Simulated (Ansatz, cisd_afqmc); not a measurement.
System: PH2, charge 1, singlet. A triplet may lie lower; no result for it is given here. PH2+ (parent SMILES [PH2], singlet).
B3LYP-D3(BJ)/def2-TZVP minimum from Ansatz (a program for electronic structure):
```xyz
3

P     -0.0049    -0.0032     0.1166
H      0.0381     1.0494    -0.8469
H      0.0361    -1.0020    -0.9025
```
Charge +1, spin multiplicity 1.

Total energies in aug-cc-pV(D+d)Z, 6 correlated electrons, 5 frozen orbitals. Radicals and triplets start from unrestricted determinants; spin-orbit coupling is neglected. Correlated methods leave the cores frozen. No relativity. AFQMC is phaseless with a CISD trial state; ± is one standard error, without the phaseless bias. Outlying blocks are dropped, and bars are widened where a walk drifts. Over all cases where full CI ran beside it in this data, AFQMC minus full CI had a median of +0.1 mEh and passed +0.4 mEh in a tenth of the cases. The restricted determinant of H2P+ (parent SMILES [PH2], singlet) is unstable towards broken spin symmetry in at least one set run.

```json
[
 {"method": "HF", "program": "Ansatz", "energy (Eh)": "-341.53534", "error against FCI (mEh)": "134.27"},
 {"method": "MP2", "program": "Ansatz", "energy (Eh)": "-341.63545", "error against FCI (mEh)": "34.16"},
 {"method": "CCSD", "program": "Ansatz", "energy (Eh)": "-341.66588", "error against FCI (mEh)": "3.73"},
 {"method": "CCSD(T)", "program": "Ansatz", "energy (Eh)": "-341.66875", "error against FCI (mEh)": "0.86"},
 {"method": "CCSDT(Q)", "program": "Ansatz", "energy (Eh)": "-341.66957", "error against FCI (mEh)": "0.03"},
 {"method": "CCSDTQ", "program": "Ansatz", "energy (Eh)": "-341.66960", "error against FCI (mEh)": "0.00"},
 {"method": "AFQMC/CISD", "program": "cisd_afqmc", "energy (Eh)": "-341.6691 ± 0.0002", "error against FCI (mEh)": "0.5 ± 0.2"},
 {"method": "FCI", "program": "Ansatz", "energy (Eh)": "-341.66961", "error against FCI (mEh)": "0.00"}
]
```

Rough core times of Ansatz's runs on a shared machine: CCSD(T) under 20 s, CCSDT(Q) under 20 s, CCSDTQ 3 min, FCI 6 min.
